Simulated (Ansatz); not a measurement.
# Ca3Ge: from a trial structure to a relaxed crystal

These are results of Ansatz, DFT PBE, scalar-relativistic, plane waves, PAW, not measurements. Cutoff 420 eV, Γ-centred k mesh, Gaussian smearing, no spin polarisation in the final step.

The start puts Ca3Ge on the Cu3Au (L1_2) structure type (Pm-3m, No. 221), with Ge in place of Au, Ca in place of Cu, at a guessed volume.

```
Ca Ge
1.0
     4.64260    0.00000    0.00000
     0.00000    4.64260    0.00000
     0.00000    0.00000    4.64260
Ca Ge
3 1
Direct
  0.00000 0.50000 0.50000
  0.50000 0.00000 0.50000
  0.50000 0.50000 0.00000
  0.00000 0.00000 0.00000
```

Cell and atoms relax at zero pressure; the relaxation can't lower the symmetry of the start. After a coarse first stage the cell is made exact in the group found at 0.06 Å.

Formation energies are uncorrected and refer to the elements' standard structures at the same level.

**Question.** Which crystal results?

**Answer.** It keeps Pm-3m (No. 221). The result has the Cu3Au (L1_2) structure. Conventional cell: a = 4.870 Å. Around Ca lie 4 Ge at 3.44 Å and 8 Ca at 3.44 Å; Ge has 12 Ca at 3.44 Å.

```
Ca Ge
1.0
     4.87026    0.00000    0.00000
     0.00000    4.87026    0.00000
     0.00000    0.00000    4.87026
Ca Ge
3 1
Direct
  0.00000 0.50000 0.50000
  0.50000 0.00000 0.50000
  0.50000 0.50000 0.00000
  0.00000 0.00000 0.00000
```

**Question.** What are its volume, energy, density and gap?

**Answer.** The volume per atom is 28.88 Å³. The density is 2.77 g/cm³ and the energy over the elements is -0.31 eV/atom. The gap on the 10×10×10 mesh is 0 eV (a metal).

The final run used a 10×10×10 mesh on its 4-atom cell and 0.10 eV smearing. For metals, differences of a few meV/atom aren't resolved. Symmetry constrained the relaxation, so the result can be a saddle point.

Cost: 3 runs of about 0.69 core-minutes in all, on Arm Neoverse V2 (shared hosts).